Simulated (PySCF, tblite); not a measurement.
**C₅H₃S radical: geometry, infrared bands and EPR parameters**

Wanted: the infrared bands and EPR parameters of C₅H₃S radical (`S=C1C=[C]C=C1`), by calculation.

Computed with tblite 0.8.0 and PySCF 2.14.0, with density-fitted response routines of our own, on a single molecule in the gas phase. Atoms count from 0, in the outputs and in this text.

### Step 1. The molecule as given

9 atoms, charge 0, multiplicity 2; geometry from: force field or distance geometry start.

Bonds of the start (Å): S0–C1 1.61, C1–C2 1.47, C2–C3 1.31, C3–C4 1.46, C4–C5 1.34, C5–C1 1.47, C2–H6 1.08, C4–H7 1.09, C5–H8 1.10.

### Step 2. Optimising the geometry with GFN2-xTB

The job: settings as JSON, then the geometry in Å.

```
{"job": {"kind": "relax", "xc": "GFN2-xTB", "basis": "xTB"}, "charge": 0, "multiplicity": 2}
S     -2.231600     1.165700    -0.402900
C     -0.896300     0.309200    -0.150700
C     -0.725000    -1.136000     0.059700
C      0.558100    -1.333900     0.220700
C      1.306300    -0.077000     0.163500
C      0.444300     0.917800    -0.068100
H     -1.514000    -1.880200     0.057800
H      2.378100     0.060200     0.264900
H      0.693700     1.980200    -0.170100
```

Launch:

```
$ OMP_NUM_THREADS=1 python probes_run.py task.json out
```

This one command runs all jobs of the session in turn.

**Question.** This job is followed by: GFN2-xTB harmonic vibrations, gas phase; UKS B3LYP, pcH-1 on C H S, non-relativistic, mean-field spin-orbit, GIAO. Predict these results of the whole session: strongest single infrared mode (GFN2-xTB); zero-point energy (GFN2-xTB); g(iso) (B3LYP); ⟨S²⟩; largest a(iso); potential on the surface of density 0.002 e/bohr³, 1st and 99th percentile.

As calculated:

| quantity | value |
| --- | --- |
| strongest single infrared mode (GFN2-xTB) | 627 cm⁻¹, 136 km/mol |
| zero-point energy (GFN2-xTB) | 35.7 kcal/mol |
| g(iso) (B3LYP) | 2.00235 |
| ⟨S²⟩ | 0.795 (exact 0.75) |
| largest a(iso) | 13C on C3, 368.6 MHz |
| potential on the surface of density 0.002 e/bohr³, 1st and 99th percentile | -0.71 V and 1.34 V |

In words: Relaxing lowered the energy by 0.187 eV in 34 steps; the close pair that moved most is C3–C4, from 1.464 to 1.427 Å. No mode is imaginary among the 21: a minimum at this level. The strongest single mode, at 627 cm⁻¹, is carried by C3, C4, C1, C5. Unscaled tight-binding wavenumbers are off by several per cent, some by more. Its intensities can rank the bands wrongly. Most of the unpaired spin sits on C3 (0.98 e). The isotropic g lies 0.0 ppt above the free-electron value. The conformer search found further structures of the same energy, which may be mirror or relabelled copies of this one.
